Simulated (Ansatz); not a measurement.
Rutile MnF₂, treated with PBE (PAW; Ansatz, an electronic-structure program).

Run with plane-wave cutoff 520 eV, 8×8×10 k mesh (along the axes of the cell as run), Fermi–Dirac smearing 0.01 eV, spin-polarised with opposed moments, scalar-relativistic PAW data made under PBE.

Computed points:

```
V (Å³/atom)  E − E_lowest (meV/atom)  P (GPa)
-----------  -----------------------  -------
12.949                          6.04     3.74
13.219                          1.45     1.76
13.489                          0.00     0.00
13.758                          1.35    -1.56
14.028                          5.15    -2.93
```

Fit the third-order Birch–Murnaghan equation and give B0 and B′.

V0 = 13.488 Å³/atom, B0 = 82.7 GPa, B′ = 5.1 (fit to the energies at full precision).

Shape and atoms are relaxed at each volume.

Note: without U or exact exchange, gaps and moments of open d shells tend to come out too small; the bulk modulus comes from volumes at which shape and atoms were relaxed.

Static lattice: no zero-point or thermal effects.
